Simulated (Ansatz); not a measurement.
**One shape, several levels: BH3 (borane)**

We compute a comparison of 6 runs (HF/6-31G*, BLYP/3-21G, wB97M-V/3-21G, CAM-B3LYP/6-31G*, RPA@PBE/6-31G*, MP2/3-21G) of BH3 (borane). 

Program for the calculation: Ansatz 0.2.0.

54 further runs of the same task are left out: 54 set aside as unsound or not needed.

## Step 1: The structure to begin with

BH3: 4 atoms, total charge 0, spin state singlet. As SMILES, `B`. The H2–B1 distance was set to 1.790 Å, away from the relaxed value. At this shape a bond of the SMILES string is far longer than usual.

Bond lengths: B1–H3 1.193 Å, B1–H4 1.193 Å. Angles: H3–B1–H4 120.0°. A long bond or contact: B1–H2 1.790 Å.

## Step 2: A single-point energy at HF/6-31G(d) (spherical functions) (run 1)

Contents of run.yaml:

```yaml
crystal:
  periodic: [false, false, false]
  atoms:
    - {symbol: B, position_ang: [-0.470223, -0.213489, -0.292034]}
    - {symbol: H, position_ang: [0.982200, 0.381700, 0.568800]}
    - {symbol: H, position_ang: [-0.760323, -1.370189, -0.243934]}
    - {symbol: H, position_ang: [-1.148523, 0.546511, -0.913834]}
basis:
  gaussian:
    orbitals: 6-31G_st_-spherical.json
hamiltonian:
  xc: hf
accuracy: high
```

The basis set 6-31G* is read from a file made from the Basis Set Exchange's data (not shown).

On the command line:

```bash
ansatz run run.yaml --threads 1 --pin off --max-ram 2610MiB --events-out events.jsonl --progress --plain --runs-dir runs
```

The program printed:

```text
Warning: RAYON_NUM_THREADS=1 ignored (pool sized by the plan → 1); use --threads N
Functional definition: HF
  name "HF"
  exchange = exact_x
  correlation = 0
414 factors; integrals over basis functions are off by at most 3.3e-9 eV
mean field evaluation 1: about -715.4904 eV, gradient 1.0e1 eV
mean field evaluation 2: about -715.4890 eV, gradient 1.0e1 eV
mean field evaluation 4: about -716.0252 eV, gradient 6.2e-1 eV
mean field evaluation 8: about -716.0274 eV, gradient 6.7e-5 eV
mean field -716.02738373 eV, -26.3135210113 hartree, gradient 2.7e-8 eV, S^2 0.000000; 0 other end points of the search recorded, 0 dependent functions left out
reference -716.02738373 eV, -26.3135210113 hartree; 4, 4 occupied and 16, 16 virtual orbitals, 414 factors
Total energy: -716.02738373 eV, -26.3135210113 hartree
```

It took 0.12 s on 1 thread of Arm Neoverse V1, shared host.

## Step 3: The energy at BLYP/3-21G (run 2)

Contents of molecule.yaml:

```yaml
basis:
  gaussian:
    orbitals: 3-21G.json
crystal:
  periodic: [false, false, false]
  atoms:
    - symbol: B
      position_ang: [-0.470223, -0.213489, -0.292034]
    - symbol: H
      position_ang: [0.982200, 0.381700, 0.568800]
    - symbol: H
      position_ang: [-0.760323, -1.370189, -0.243934]
    - symbol: H
      position_ang: [-1.148523, 0.546511, -0.913834]
magnetization:
  spin_polarized: false
  initial_magnetization: 0
hamiltonian:
  xc: {name: BLYP}
accuracy: high
```

The basis set 3-21G is read from a file made from the Basis Set Exchange's data (not shown).

On the command line:

```bash
ansatz run molecule.yaml --threads 1 --pin off --max-ram 2610MiB --events-out events.jsonl --progress --plain --runs-dir runs
```

The program printed:

```text
Warning: RAYON_NUM_THREADS=1 ignored (pool sized by the plan → 1); use --threads N
Functional definition: BLYP
  name "BLYP"
  parameter beta = 0.0042
  parameter a = 0.04918
  parameter b = 0.132
  parameter c = 0.2533
  parameter d = 0.349
  exchange = b88_x(beta = beta)
  correlation = lyp_c(a = a, b = b, c = c, d = d)
291 factors; integrals over basis functions are off by at most 3.1e-9 eV
mean field evaluation 1: about -717.0395 eV, gradient 1.0e1 eV
mean field evaluation 2: about -717.0897 eV, gradient 9.0e0 eV
mean field evaluation 4: about -717.4542 eV, gradient 1.3e-1 eV
mean field evaluation 8: about -717.4279 eV, gradient 3.9e-3 eV
mean field evaluation 16: about -717.4279 eV, gradient 2.8e-8 eV
mean field -717.42788104 eV, -26.3649883383 hartree, gradient 2.8e-8 eV, S^2 0.000000; 0 other end points of the search recorded, 0 dependent functions left out
reference -717.42791505 eV, -26.3649895878 hartree; 4, 4 occupied and 11, 11 virtual orbitals, 291 factors
Total energy: -717.42791505 eV, -26.3649895878 hartree
```

Wall time 0.45 s (1 thread of Arm Neoverse V1, shared host).

Runs 3 to 5 aren't shown in full; the table further down has their settings and results.

## Step 4: A single-point energy at MP2/3-21G (run 6)

Contents of run.yaml:

```yaml
crystal:
  periodic: [false, false, false]
  atoms:
    - symbol: B
      position_ang: [-0.470223, -0.213489, -0.292034]
    - symbol: H
      position_ang: [0.982200, 0.381700, 0.568800]
    - symbol: H
      position_ang: [-0.760323, -1.370189, -0.243934]
    - symbol: H
      position_ang: [-1.148523, 0.546511, -0.913834]
basis:
  gaussian: {orbitals: 3-21G.json}
accuracy: high
correlation: {method: mp2, frozen_orbitals: {B: 1, H: 0}}
```

The basis set 3-21G is read from a file made from the Basis Set Exchange's data (not shown).

On the command line:

```bash
ansatz run run.yaml --threads 1 --pin off --max-ram 2610MiB --events-out events.jsonl --progress --plain --runs-dir runs
```

The program printed:

```text
Warning: RAYON_NUM_THREADS=1 ignored (pool sized by the plan → 1); use --threads N
[... 4 set-up lines as earlier in the session ...]
291 factors; integrals over basis functions are off by at most 3.1e-9 eV
mean field evaluation 1: about -711.4949 eV, gradient 9.3e0 eV
mean field evaluation 2: about -711.4849 eV, gradient 9.2e0 eV
mean field evaluation 4: about -711.9446 eV, gradient 5.5e-1 eV
mean field evaluation 8: about -711.9461 eV, gradient 9.0e-5 eV
mean field -711.94612783 eV, -26.1635376232 hartree, gradient 8.4e-9 eV, S^2 0.000000; 0 other end points of the search recorded, 0 dependent functions left out
1 core orbitals not correlated: weight in the atoms' cores, before any rotation towards them, 1.000 or more for the frozen orbitals, at most 0.000 for the correlated occupied ones
reference -711.94612783 eV, -26.1635376232 hartree; 3, 3 occupied and 11, 11 virtual orbitals, 291 factors
second order -1.65111721 eV of doubles, -0.00000000 eV of singles
Total energy: -713.59724504 eV, -26.2242150616 hartree
```

Wall time 0.08 s (1 thread of Arm Neoverse V1, shared host).

## Step 5: The series

| run | level | frozen core orbitals | energy (Eh) | wall time |
| --- | --- | --- | --- | --- |
| 1 | HF/6-31G* (spherical functions) | – | -26.313521 | 0.12 s |
| 2 | BLYP/3-21G | – | -26.364990 | 0.45 s |
| 3 | wB97M-V/3-21G | – | -26.352999 | 6 s |
| 4 | CAM-B3LYP/6-31G* (spherical functions) | – | -26.509532 | 0.71 s |
| 5 | RPA@PBE/6-31G* (spherical functions) | 1 | -26.479346 | 0.79 s |
| 6 | MP2/3-21G | 1 | -26.224215 | 0.08 s |

## Step 6: What came out

```
                                         quantity         value
                              run 6: total energy  -26.22422 Eh
run 6: correlation energy (1 core orbital frozen)     -60.7 mEh
```

What this shows: Totals of different functionals can't be ranked against each other. All runs together took 8.2 s, the longest 6 s.
